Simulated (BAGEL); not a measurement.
# HF/STO-3G (density fitting with qzvpp-jkfit) run of C2H4ClS− (SMILES CS[CH-]Cl)

Aim: the vertical ionisation energy of C2H4ClS− at HF/STO-3G (density fitting with qzvpp-jkfit), from 2 runs. 

The calculation is run with BAGEL 1.2.2.

## Step 1: The molecule

C2H4ClS− has 8 atoms, charge -1, and is taken as a singlet. SMILES: `CS[CH-]Cl`. The shape is that of a GFN2-xTB optimisation. This is one conformer, not always the lowest.

Bond lengths: C1–S2 1.833 Å, S2–C3 1.769 Å, C3–Cl4 1.875 Å, C1–H5 1.087 Å, C1–H6 1.086 Å, C1–H7 1.087 Å, C3–H8 1.105 Å. Angles: C1–S2–C3 97.1°, S2–C3–Cl4 109.7°, S2–C1–H5 108.6°, S2–C1–H6 108.4°, S2–C1–H7 108.8°, S2–C3–H8 104.0°, Cl4–C3–H8 101.4°, H5–C1–H6 110.4°, H5–C1–H7 110.8°, H6–C1–H7 109.8°.

## Step 2: A single-point energy at HF/STO-3G (density fitting with qzvpp-jkfit)

Contents of input.json:

```json
{ "bagel" : [

{
  "title" : "molecule",
  "basis" : "sto-3g",
  "df_basis" : "qzvpp-jkfit",
  "angstrom" : "true",
  "geometry" : [
    { "atom" : "C", "xyz" : [    0.233750,    1.143290,   -0.519040 ] },
    { "atom" : "S", "xyz" : [    1.023390,   -0.457740,   -0.104470 ] },
    { "atom" : "C", "xyz" : [   -0.264760,   -1.071100,    0.941630 ] },
    { "atom" : "Cl", "xyz" : [   -1.466110,   -2.095430,   -0.070010 ] },
    { "atom" : "H", "xyz" : [    0.913030,    1.711230,   -1.150220 ] },
    { "atom" : "H", "xyz" : [   -0.694040,    0.941630,   -1.046940 ] },
    { "atom" : "H", "xyz" : [    0.023150,    1.679880,    0.402370 ] },
    { "atom" : "H", "xyz" : [    0.231580,   -1.851760,    1.546690 ] }
  ]
},
{
  "title" : "hf",
  "charge" : -1
},
{
  "title" : "print",
  "file" : "orbitals.molden",
  "orbitals" : "true"
}

]}
```

Started as:

```
$ BAGEL_NUM_THREADS=1 BAGEL input.json > input.out
```

Log:

```text
* using 1 threads per process

  ===============================================================
  ===============================================================

  *** Geometry ***

  { "atom" : "C", "xyz" : [      0.441723,      2.160505,     -0.980843 ] },
  { "atom" : "S", "xyz" : [      1.933927,     -0.865003,     -0.197420 ] },
  { "atom" : "C", "xyz" : [     -0.500324,     -2.024086,      1.779423 ] },
  { "atom" : "Cl", "xyz" : [     -2.770546,     -3.959789,     -0.132300 ] },
  { "atom" : "H", "xyz" : [      1.725377,      3.233756,     -2.173601 ] },
  { "atom" : "H", "xyz" : [     -1.311546,      1.779423,     -1.978430 ] },
  { "atom" : "H", "xyz" : [      0.043747,      3.174513,      0.760369 ] },
  { "atom" : "H", "xyz" : [      0.437623,     -3.499319,      2.922821 ] },

  Number of auxiliary basis functions:      478

  Since a DF basis is specified, we compute 2- and 3-index integrals:
    o Being stored without compression. Storage requirement is 0.004 GB

  Number of basis functions:       32
  Number of electrons      :       49

    * METHOD: MOLECULE                             0.15

  *** RHF ***

  === Nuclear Repulsion ===
   197.0418206211

      * DIIS with orbital gradients will be used.

  === RHF iteration (sto-3g) ===
      0       -924.66436731          0.00822442           0.02
      1       -924.70087929          0.00269779           0.02
      2       -924.70532981          0.00096101           0.02
      3       -924.70639643          0.00031119           0.02
      4       -924.70655314          0.00009255           0.02
      5       -924.70656613          0.00001692           0.02
      6       -924.70656640          0.00000293           0.02
      7       -924.70656641          0.00000094           0.02
      8       -924.70656641          0.00000029           0.02
      9       -924.70656641          0.00000007           0.02
     10       -924.70656641          0.00000002           0.02
     11       -924.70656641          0.00000001           0.02
    * SCF iteration converged.

    * Permanent dipole moment:
           (   -0.933430,    -0.762994,     0.669287) a.u.

    * METHOD: HF                                   0.35

    * METHOD: PRINT                                0.00

  ===============================================================
```

It took 0.75 s on 1 thread of AMD EPYC 7B13 (Zen 3), shared host; peak memory 0.079 GiB.

## Step 3: Doublet neutral C2H4ClS, same level

Edit input.json of step 2 so:

```diff
@@ -19,4 +19,4 @@
 {
-  "title" : "hf",
-  "charge" : -1
+  "title" : "uhf",
+  "nopen" : 1
 },
```

Started as:

```
$ BAGEL_NUM_THREADS=1 BAGEL input.json > input.out
```

Log:

```text
* using 1 threads per process

  ===============================================================
  ===============================================================

  *** Geometry ***

  { "atom" : "C", "xyz" : [      0.441723,      2.160505,     -0.980843 ] },
  { "atom" : "S", "xyz" : [      1.933927,     -0.865003,     -0.197420 ] },
  { "atom" : "C", "xyz" : [     -0.500324,     -2.024086,      1.779423 ] },
  { "atom" : "Cl", "xyz" : [     -2.770546,     -3.959789,     -0.132300 ] },
  { "atom" : "H", "xyz" : [      1.725377,      3.233756,     -2.173601 ] },
  { "atom" : "H", "xyz" : [     -1.311546,      1.779423,     -1.978430 ] },
  { "atom" : "H", "xyz" : [      0.043747,      3.174513,      0.760369 ] },
  { "atom" : "H", "xyz" : [      0.437623,     -3.499319,      2.922821 ] },

  Number of auxiliary basis functions:      478

  Since a DF basis is specified, we compute 2- and 3-index integrals:
    o Being stored without compression. Storage requirement is 0.004 GB

  Number of basis functions:       32
  Number of electrons      :       49

    * METHOD: MOLECULE                             0.18

  *** Open-shell HF ***

  === Nuclear Repulsion ===
   197.0418206211

      * DIIS with orbital gradients will be used.

  === UHF iteration (sto-3g) ===
      0       -924.73700771          0.02619384           0.04
      1       -924.81106713          0.01018577           0.04
      2       -924.82530957          0.00505117           0.04
      3       -924.82867574          0.00196141           0.04
      4       -924.83084113          0.00042009           0.04
      5       -924.83108944          0.00018296           0.04
      6       -924.83117004          0.00008525           0.04
      7       -924.83119866          0.00004837           0.04
      8       -924.83120952          0.00002355           0.04
      9       -924.83121164          0.00001159           0.04
     10       -924.83121209          0.00000492           0.04
     11       -924.83121216          0.00000257           0.04
     12       -924.83121217          0.00000143           0.04
     13       -924.83121218          0.00000057           0.04
     14       -924.83121218          0.00000029           0.04
     15       -924.83121218          0.00000017           0.04
     16       -924.83121218          0.00000011           0.04
     17       -924.83121218          0.00000005           0.04
     18       -924.83121218          0.00000002           0.04
     19       -924.83121218          0.00000001           0.04
     20       -924.83121218          0.00000000           0.04
    * SCF iteration converged.

    * S^2 (UHF) is 0.7611

    * Permanent dipole moment:
           (   -0.610071,    -0.786903,    -0.357862) a.u.

    * METHOD: UHF                                  0.97

    * METHOD: PRINT                                0.00

  ===============================================================
```

It took 1.4 s on 1 thread of AMD EPYC 7B13 (Zen 3), shared host; peak memory 0.079 GiB.

## Step 4: Results

Level: HF/STO-3G (density fitting with qzvpp-jkfit).

| quantity | value |
| --- | --- |
| singlet C2H4ClS−: total energy | -924.70657 Eh |
| singlet C2H4ClS−: HOMO energy | 1.73 eV |
| singlet C2H4ClS−: LUMO energy | 18.25 eV |
| singlet C2H4ClS−: HOMO–LUMO gap (to an unbound level, set by the basis) | 16.52 eV |
| doublet neutral C2H4ClS: total energy | -924.83121 Eh |
| doublet neutral C2H4ClS: dipole moment | 2.69 D |
| doublet neutral C2H4ClS: ⟨S²⟩ | 0.761 |
| vertical detachment energy (to the doublet neutral) | -3.392 eV |

What this shows: The species is unbound against losing an electron at this level, by 3.39 eV (−78 kcal/mol); missing correlation or diffuse functions can give that sign where the real anion is bound. In a minimal basis such a difference can be off by several eV, whatever the method. The HOMO (singlet C2H4ClS−) lies at positive energy, 1.73 eV: the electron is unbound at this level or held by a compact basis; values depend on the basis.
